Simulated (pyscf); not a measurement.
H₂N–BH–NH₂ + H₂ -> H₂B–NH₂ + NH₃, a four-centre exchange (singlet surface; B–N, H–H broken, B–H, H–N formed). Structures and frequencies: ωB97X-D3(BJ)/def2-SVP in PySCF. Energies in kJ/mol from the separated reactants.

Small-basis levels: PySCF, no dispersion term, spherical d functions. 

Task: In single points HF/3-21G puts the saddle at 295.6 kJ/mol and the reaction energy at +101.8 kJ/mol. Should these be trusted to within a few kcal/mol? Compare with ωB97M-D3(BJ)/def2-TZVP.

Result: ωB97M-D3(BJ)/def2-TZVP gives ΔE‡ = 208.9 kJ/mol and ΔE = +71.5 kJ/mol. HF/3-21G lies 86.7 kJ/mol over it in the barrier and 30.3 kJ/mol over it in the reaction energy, so on this step it does not hold to within 12.6 kJ/mol. ωB97M-D3(BJ)/def2-TZVP has limits of its own. On the product side the descent ends in an adduct with a B–N contact, 22.4 kJ/mol under the separated species and 161.7 kJ/mol under the saddle at ωB97X-D3(BJ)/def2-TZVP. What is counted as broken (B–N) persists as a longer contact in the product adduct; parting that adduct is a step of its own. At the saddle there is also a short B–H contact that neither side keeps. This is the saddle that the search found; another between the same sides may lie lower.
